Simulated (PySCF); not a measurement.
## CH₂: bending curve

These are results of PySCF, UPBE0, basis C def2-TZVP, H def2-TZVP (no relativity, density fitting), not measurements.

Rigid scan from the triplet minimum (C–H 1.079 Å (×2); H–C–H 134.8°). Coordinate: the H–C–H angle, bonds fixed. Energies in kJ/mol from the minimum.

Problem. Predict the curve at 80, 90, 100, 110, 120, 130, 140, 150, 160, 170, 180.

Solution. 
```
bond angle (°)  E (kJ/mol)  dipole size (D)  ⟨S²⟩
            80       148.1             0.83  2.01
            90        93.2             0.79  2.01
           100        52.7             0.77  2.01
           110        24.8             0.74  2.01
           120         8.1             0.71  2.01
           130         0.8             0.67  2.01
           140         0.8             0.60  2.01
           150         5.7             0.51  2.01
           160        12.6             0.38  2.01
           170        18.5             0.20  2.01
           180        20.7             0.00  2.01
```

With the bonds held, the linear shape lies 20.7 kJ/mol from the minimum.

Other isomers or separated fragments may lie lower.

The scan took about 30 core-seconds on a shared host.
